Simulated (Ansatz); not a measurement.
# Structure relaxation of Cd2P3

Theory: DFT PBE, scalar-relativistic, plane waves, PAW in Ansatz 0.2.0. Cutoff 420 eV, Γ-centred k mesh, Gaussian smearing, no spin polarisation in the final step.

Cd2P3 was placed on the corundum structure type (R-3c, No. 167), with Cd in place of Al, P in place of O, at a guessed volume.

```
Cd P
1.0
     3.17822    1.83494    5.78483
    -3.17822    1.83494    5.78483
     0.00000   -3.66989    5.78483
Cd P
4 6
Cartesian
  0.0000 0.0000 14.7891
  0.0000 0.0000 11.2426
  0.0000 0.0000 2.5653
  0.0000 0.0000 6.1119
  -1.2316 -1.8349 7.2310
  2.2049 -0.1491 7.2310
  -0.9733 1.9840 7.2310
  1.2316 1.8349 10.1235
  -2.2049 0.1491 10.1235
  0.9733 -1.9840 10.1235
```

Cell and atoms relax at zero pressure; the relaxation can't lower the symmetry of the start. After a coarse first stage the cell is made exact in the group found at 0.06 Å.

Energies over the elements count from the elements' standard structures at the same level, with no empirical corrections.

Task: What does it relax into?

Result: It keeps R-3c (No. 167), but not the shape of the type it started on. Conventional cell: a = 6.907 Å, c = 15.728 Å. Cd is coordinated by 1 Cd at 2.79 Å and 6 P at 2.86–2.92 Å; around P lie 2 P at 2.29 Å.

```xyz
10
Lattice="3.4535 1.9939 5.2426 -3.4535 1.9939 5.2426 0.0000 -3.9877 5.2426" Properties=species:S:1:pos:R:3 pbc="T T T"
Cd    0.0000    0.0000   14.3350
Cd    0.0000    0.0000    9.2567
Cd    0.0000    0.0000    1.3928
Cd    0.0000    0.0000    6.4711
P     1.3212    0.0000   11.7959
P    -0.6606    1.1442   11.7959
P    -0.6606   -1.1442   11.7959
P    -1.3212    0.0000    3.9320
P     0.6606   -1.1442    3.9320
P     0.6606    1.1442    3.9320
```

Task: What are its volume, energy, density and gap?

Result: The volume per atom is 21.66 Å³, the density is 4.87 g/cm³ and the energy over the elements is 0.39 eV/atom. The gap on the 6×6×6 mesh is 0 eV (a metal).

The final run used a 6×6×6 mesh on its 10-atom cell and 0.10 eV smearing. The k mesh leaves about 4 meV/atom of noise in metals. Symmetry constrained the relaxation, so the result can be a saddle point.

Cost: 3 runs of about 6.2 core-minutes in all, on Arm Neoverse V1 (shared hosts).